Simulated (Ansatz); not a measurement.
# AlBSi+ (doublet): from Hartree-Fock to the top rungs, def2-QZVPP

One table from this session's results is given with a row withheld; the runs are named, their logs left out.

Program: Ansatz 0.2.0, Gaussian basis. Level of theory: def2-QZVPP, core rule «outside noble gas», up to 11 orbitals frozen. These are calculated values, not measurements.

Plan: UHF; ROHF; CCSD(T) on UHF.

2 further runs of the same task are left out: 2 set aside as unsound or not needed. Runs told in other sessions of the task aren't counted.

## The system

The geometry is a PBE0/def2-TZVP stationary point (not a proven minimum) of the parent state, kept for this charge and spin.

3 atoms, charge 1, spin multiplicity 2.

Atoms are counted from 1 here; the program's logs count them from 0.

Bond lengths: Al1–B2 1.956 Å, Al1–Si3 2.412 Å, B2–Si3 1.863 Å. Angles: B2–Al1–Si3 49.2°, Al1–B2–Si3 78.3°, Al1–Si3–B2 52.6°.

Set-up of the first run:

Contents of in.yaml:

```yaml
crystal:
  periodic: [false, false, false]
  atoms:
    - {symbol: Al, position_ang: [0.000000, -0.235516, 1.239346]}
    - {symbol: B, position_ang: [0.000000, 1.236586, -0.048093]}
    - {symbol: Si, position_ang: [0.000000, -0.249742, -1.172118]}
basis:
  gaussian: {orbitals: "def2-QZVPP.json"}
total_charge: 1
magnetization: {spin_polarized: true, initial_magnetization: 1}
hamiltonian: {xc: hf}
output: {orbitals: {seedname: orbitals}}
```

Run with:

```sh
ansatz run in.yaml --threads 1 --pin off --events-out ev --progress --plain --max-ram 2393MiB
```

Steps of the session up to this table: UHF; ROHF; CCSD(T) on UHF.

One of the session's tables, all rows but one given; the rest of the session is left out.

It belongs to the step «Misses and costs». 

| method | from UCCSD(T) (kcal/mol) |
| --- | --- |
| ROHF | +187.83 |
| UMP2 | +30.01 |
| UCCSD | ? |
| UCCSD(T) | 0 |

Q: Estimate the row for UCCSD from the others.

As computed: from UCCSD(T) (kcal/mol): +15.60. In the column «from UCCSD(T) (kcal/mol)» it lies between UCCSD(T) (0) and UMP2 (+30.01).

Left out of the table: UHF (another determinant or state than the rows shown).

Caveats from the session: The determinant of HF (⟨S²⟩ 2.00) is far from a pure spin state, so its energy mixes those of several spin states; that is harmless only where they are near-degenerate. Warnings: spin contamination; coupled cluster took another determinant than the lowest.
